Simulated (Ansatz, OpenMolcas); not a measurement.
**SiH4O2 (SMILES O[SiH2]O): methods side by side**

SiH4O2: 7 atoms, total charge 0, spin state singlet. As SMILES, `O[SiH2]O`. Geometry: relaxed at PBE0-D4/def2-TZVP. This is one conformer, not always the lowest.

```tsv
atom	x (Å)	y (Å)	z (Å)
O	-1.3852	-0.2439	-0.3544
Si	0.0514	0.4222	0.0792
O	1.2740	-0.6686	0.1832
H	-1.4567	-0.6156	-1.2348
H	0.5267	1.3930	-0.9334
H	-0.2293	1.0489	1.3916
H	1.2190	-1.3361	0.8686
```

Quantity: the energy change with the O1–Si2 bond stretched from 1.642 to 3.612 Å, in eV. The values are calculated.

```csv
level,kind,program,value (eV),CPU time (all runs)
HF/def2-SVPD (unrestricted),Hartree–Fock,OpenMolcas,4.25,30 s
PBE/def2-SVPD (restricted),GGA,Ansatz,5.09,7.8 s
r2SCAN/def2-SVPD (restricted),meta-GGA,Ansatz,5.61,12 s
r2SCAN0/def2-SVPD (restricted),hybrid meta-GGA,Ansatz,6.22,16 s
HSE06/def2-SVPD (restricted),range-separated hybrid,Ansatz,5.88,9.5 s
wB97X/def2-SVPD (restricted),range-separated hybrid,Ansatz,6.31,28 s
PBE-QIDH/def2-SVPD (restricted),double hybrid,Ansatz,6.17,11 s
MP2/def2-SVPD (restricted),perturbation theory,OpenMolcas,5.86,19 s
CCSD/def2-SVPD (restricted),coupled cluster or CI,Ansatz,5.89,31 s
```

The first shape isn't each level's own minimum. The values span 4.25 to 6.31 eV. Spin contamination of the reference (⟨S²⟩ at least 0.1 too high) touches HF/def2-SVPD (up to 0.99 too high). In so small a basis fixed costs decide the times, and correlated methods can beat functionals. CPU times are rough (shared hosts, several kinds of processor and program).
